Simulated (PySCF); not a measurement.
**GaH$_{4}$⁺, singlet: the ladder up to RCCSDT(Q)**

All five atoms lie in one plane.

Geometry: a point of a stretch scan, not a stationary point.

```xyz
5

Ga    0.0000    0.0037   -0.0555
H     0.0000    1.2503   -0.1725
H     0.0000    0.3863    2.1065
H     0.0000   -1.5169   -0.1983
H     0.0000   -0.3788    2.1065
```

Basis cc-pVDZ; PySCF 2.14.0. Only valence electrons are correlated (noble-gas cores and the filled d shells of p-block atoms frozen), which leaves 6 electrons in 33 orbitals. Prefix R: restricted or restricted open-shell reference. No spin–orbit coupling is included, and no scalar relativity.

Full CI isn't at hand for all of this; RCCSDT(Q) serves as the reference, and is uncertain by the last step of the cluster series or more.

The T1 diagnostic (ROHF- or RHF-based CCSD) is 0.0068 and the largest doubles amplitude (ROHF- or RHF-based CCSD) is 0.067.

| level | E − E(RCCSDT(Q)) (kJ/mol) | share of correlation (%) | wall time |
| --- | --- | --- | --- |
| RHF | 267.1 | 0.00 | – |
| RMP2 | 65.1 | 75.62 | – |
| RCCSD | 2.7 | 99.00 | – |
| RCCSD(T) | 0.7 | 99.74 | 0.62 s |
| RCCSDT | 0.0 | 99.98 | – |

The correlation energy at RCCSDT(Q), counted from RHF, is -2.769 eV. That run took 8.5 s on 1 thread of Arm Neoverse V1, shared host.

Times are those of the correlated step on a shared host, with one SCF added for the restricted CCSD run; they ran on 1 thread of Arm Neoverse V1.
